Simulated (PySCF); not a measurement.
Gas-phase reaction: 4 SiCl₃ + 4 F → SiF₄ + 3 SiCl₄

Energies from PySCF (xtb for GFN2), thermal terms from the rigid-rotor harmonic-oscillator model, ideal gas at 1 bar. 'Table' is the NASA 1993 thermochemical table (part measured, part estimated). After a fit of one offset per element over all species, the range-separated, M06-2X, PBE0/def2-QZVP and CCSD(T)/def2-TZVPP enthalpies, where run, lie to one side of the table for SiCl₃ (+68 kJ/mol): a fault of the table's entry, another state or a shared error of the levels is possible; this was not checked at source. † marks an energy on the PBE0/def2-TZVP geometry and frequencies; other levels use their own. MP2 and CCSD(T) freeze the core. 6-31G* has spherical d functions here. Open shells (unrestricted): SiCl₃ (multiplicity 2), F (multiplicity 2, electronic degeneracy 6); the rest are closed-shell singlets. GFN2 has no spin-polarisation term. Spin-orbit splitting is ignored; it lowers the true energy and changes the entropy of F. B3LYP is the form with VWN-RPA correlation. For this reaction the table lies outside the span of B3LYP, CCSD(T), M06-2X, MP2, PBE0, r2SCAN, ωB97M-V, ωB97X-V in their largest bases here; which side is off was not settled. MP2 isn't extrapolated to the basis-set limit; its ΔH°(298 K) is -2534.3 kJ in def2-SVP and -2697.7 kJ in def2-TZVPP. CCSD(T) isn't extrapolated to the basis-set limit; its ΔH°(298 K) is -2404.0 kJ in def2-SVP and -2558.0 kJ in def2-TZVPP. The harmonic model lacks anharmonicity and excited electronic states, which grow with temperature; levels with a mode under 35 cm⁻¹ are left out. The table's entry may be an old estimate for SiCl₃, SiCl₄ (not checked at source).

| level | ΔH°(298 K), kJ | minus table | ΔG°(800 K), kJ |
|---|---|---|---|
| table | -2359.3 | - | -1849.0 |
| B3LYP/6-31G* | -2443.2 | -83.9 | -1923.7 |
| BLYP/def2-TZVP† | -2457.8 | -98.5 | -1940.9 |
| CCSD(T)/def2-SVP† | -2404.0 | -44.7 | -1887.1 |
| GFN2-xTB | -2331.2 | 28.1 | -1834.0 |
| M06-2X/def2-TZVP† | -2568.2 | -208.9 | -2051.3 |
| MP2/def2-SVP† | -2534.3 | -175.0 | -2017.4 |
| PBE/def2-SVP | -2486.4 | -127.1 | -1971.2 |
| PBE0/def2-QZVP† | -2481.6 | -122.3 | -1964.7 |
| PBE0/def2-TZVP | -2474.6 | -115.3 | -1957.7 |
| LDA/def2-TZVP† | -2894.4 | -535.1 | -2377.5 |
| ωB97M-V/def2-TZVP† | -2603.5 | -244.2 | -2086.6 |
